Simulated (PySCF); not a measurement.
Species: C₅H₇F.
Structure used (GFN2-xTB), in Å, numbered top down from 1:
```
atom  x, y, z in Å
C1     2.7379   -0.2142    0.0353
C2     1.3271    0.0194    0.2548
C3     0.1611    0.2177    0.4462
C4    -1.2533    0.4520    0.6661
C5    -2.0803   -0.1949   -0.4417
F6    -3.4186    0.0321   -0.2253
H7     3.3098    0.1328    0.8957
H8     3.0723    0.3234   -0.8518
H9     2.9221   -1.2791   -0.1058
H10   -1.5519    0.0327    1.6312
H11   -1.4510    1.5277    0.6830
H12   -1.9405   -1.2807   -0.4631
H13   -1.8392    0.2316   -1.4209
```

The closed-shell ground state was solved at several levels (PySCF, density fitting, gas phase, non-relativistic).

| level | basis functions | HOMO (eV) | LUMO (eV) | gap (eV) | dipole (D) |
| --- | --- | --- | --- | --- | --- |
| PBE0/pcSseg-1 | 137 | -7.46 | 1.26 | 8.72 | 2.18 |
| wB97X-D/def2-SVPD | 179 | -9.34 | 2.19 | 11.53 | 2.21 |

Task: What might PBE0/def2-SVPD (179 basis functions) give for the same quantities?

Result: HOMO -7.47 eV, LUMO 0.61 eV, gap 8.08 eV, dipole 2.19 D.

Task: Over all these levels, which gives the widest orbital gap and which the narrowest?

Result: wB97X-D/def2-SVPD (range-separated hybrid) has the widest, 11.53 eV, and PBE0/def2-SVPD (global hybrid, 25 % exact exchange) the narrowest, 8.08 eV. The two share the basis. From the narrowest to the widest the HOMO moves by -1.87 eV and the LUMO by +1.58 eV.

Task: How far do the dipole and the HOMO energy spread over the levels?

Result: The dipole runs from 2.18 to 2.21 D (mean 2.19 D) and the HOMO from -9.34 to -7.46 eV.

One conformer stands for the species.
